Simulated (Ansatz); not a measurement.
Basis-set extrapolation for `CCOCC#N` (PBE0-D4/def2-TZVP geometry, frozen core, Ansatz 0.2.0). Multiplicity 1, RHF reference.

```csv
,def2-TZVPP,def2-QZVPP
HF,-284.943726,-284.956322
MP2 correlation,-1.088453,-1.162164
CCSD(T) correlation,-1.171734,not run
```

Energies in hartree. Use E(X) = E(∞) + A·exp(−7.88·√X) for Hartree–Fock and E(X) = E(∞) + B·X^(−2.97) for correlation, with X = 3 and 4, and add CCSD(T) minus MP2 of the smaller set to the MP2 limit.

Q: What is the CCSD(T) energy at the basis-set limit?

A: HF limit: -284.956322 + (-0.012596) × 0.13774 = -284.95806. MP2 limit: -1.162164 + (-0.073711) × 0.74074 = -1.21676. Higher-order term: -1.171734 − (-1.088453) = -0.08328. Total: -286.25810 hartree, 3.88 eV below CCSD(T)/def2-TZVPP.
